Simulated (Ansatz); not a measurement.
A-type hexagonal La2O3 was calculated with PBE (Ansatz, a first-principles code, plane waves, PAW).

Numerical settings: plane-wave cutoff 520 eV, 12×12×6 k mesh (along the axes of the cell as run), Fermi–Dirac smearing 0.01 eV, scalar-relativistic PAW data made under PBE.

Equation-of-state points:

```
V (Å³/atom)  E − E_lowest (meV/atom)
-----------  -----------------------
15.976                          9.63
16.309                          2.33
16.642                          0.00
16.975                          2.19
17.307                          8.49
```

**Question.** Fit the third-order Birch–Murnaghan equation and give B0 and B′.

**Answer.** V0 = 16.642 Å³/atom, B0 = 109 GPa, B′ = 3.7 (fit to the energies at full precision).

Shape and atoms are relaxed at each volume.

Measured, for comparison: bulk modulus 113 GPa (300 K, not corrected to a static lattice; as tabulated in Santana et al. (2016), arXiv:1608.06321); equilibrium volume per atom 16.44 Å³/atom (room temperature, not corrected to a static lattice, equation of state from high-pressure X-ray diffraction; as tabulated in Ibáñez et al. (2020), arXiv:2005.12956). Computed less measured: bulk modulus -3.5 %, equilibrium volume per atom +1.2 %.

Spin–orbit coupling is not included.
